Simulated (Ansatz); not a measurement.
A made-up structure of MgAlNH$_{3}$, doublet:

N1  (-0.562, 0.282, -0.624)
Al2  (0.397, 0.037, 0.607)
Mg3  (1.268, -2.290, 0.235)
H4  (-0.914, 1.079, -0.575)
H5  (-0.834, -0.347, -1.466)
H6  (0.646, 1.238, 1.822)
(Å)

It is relaxed with PBE-D4/def2-SVP and then PBE0-D4/def2-TZVP (Ansatz 0.2.0). Atoms count as bonded within 1.22 times the sum of their covalent radii (H–H: 0.88 Å). The end point is not checked to be a true minimum.

Does its bonding change? (Judge from chemistry; the calculation decides.)

By the calculation: No: no bond forms or breaks.

Where it ends: The first stage lowers the energy by 2.10 eV in 7 steps. It ends as MgAlNH₃ ([NH2][AlH][Mg]):
N1  (-0.668, 0.433, -0.671)
Al2  (0.455, -0.066, 0.618)
Mg3  (1.622, -2.643, 0.503)
H4  (-1.130, 1.329, -0.713)
H5  (-0.936, -0.130, -1.462)
H6  (0.657, 1.078, 1.725)
(Å)

Labels in which every atom is bracketed show which atoms are joined, not bond orders.

For scale, one of the runs: PBE0-D4/def2-TZVP relaxation, 118 basis functions, launched by `ansatz run in.yaml --threads 2 --pin off --events-out ev --progress --plain --max-ram 4352MiB`. The run took about 26 s on 2 CPU threads of an Arm Neoverse V1 (shared host).
